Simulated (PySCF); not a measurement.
# NH3, singlet in STO-3G: errors against RCCSDT(Q)

Geometry: MP2(full)/6-31G*, from the G2/97 set.

```xyz
4

N     0.0000    0.0000    0.0689
H     0.0000    0.9397   -0.3194
H     0.8138   -0.4699   -0.3194
H    -0.8138   -0.4699   -0.3194
```

Basis STO-3G; PySCF 2.14.0. Correlated methods freeze the noble-gas cores, which leaves 8 electrons in 7 orbitals. R marks a restricted (for open shells ROHF) determinant.

Full CI isn't at hand for all of this; RCCSDT(Q) serves as the reference, and is uncertain by about the last step of the cluster series.

* UHF ⟨S²⟩: 0.000
* T1 diagnostic (RCCSD): 0.0037
* largest doubles amplitude (RCCSD): 0.073

```
   level  E − E(RCCSDT(Q)) (kJ/mol)  share of correlation (%)  wall time
     RHF                      172.5                      0.00          –
    RMP2                       47.7                     72.34          –
   RCCSD                        0.5                     99.68          –
RCCSD(T)                        0.2                     99.87     0.23 s
  RCCSDT                        0.1                     99.94          –
```

The correlation energy at RCCSDT(Q), counted from RHF, is -1.788 eV. That run took 0.16 s on 1 thread of Intel Xeon, shared host.

Times are those of the correlated step on a shared host, with one SCF added for the restricted CCSD run; they ran on 1 thread of Intel Xeon.
